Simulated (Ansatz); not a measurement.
Z-matrix (Å, degrees):
```
S
C 1 1.8027
H 2 1.0991 1 107.08
H 2 1.1012 3 108.53 1 -120.57
H 2 1.1012 3 108.53 4 -118.86
C 1 1.8027 2 99.60 3 -180.00
H 6 1.0991 1 107.08 2 180.00
H 6 1.1012 7 108.53 1 -120.57
H 6 1.1012 7 108.53 8 -118.86
```
Charge 0, spin multiplicity 1.

The numbers are results of frozen-core CCSD(T)/cc-pVTZ // PBE0-D3(BJ)/def2-SVP (Ansatz, a program for electronic structure), not measurements.

The HF energy comes out as -476.80105 Ha. The MP2 correlation energy is -0.53899 Ha.

Estimate the CCSD correlation energy, the (T) correction, the total energy and the T1 diagnostic.


The CCSD correlation energy is -0.58137 Ha and the (T) correction is -0.02360 Ha. The CCSD(T) total energy is -477.40603 Ha and the T1 diagnostic is 0.009.
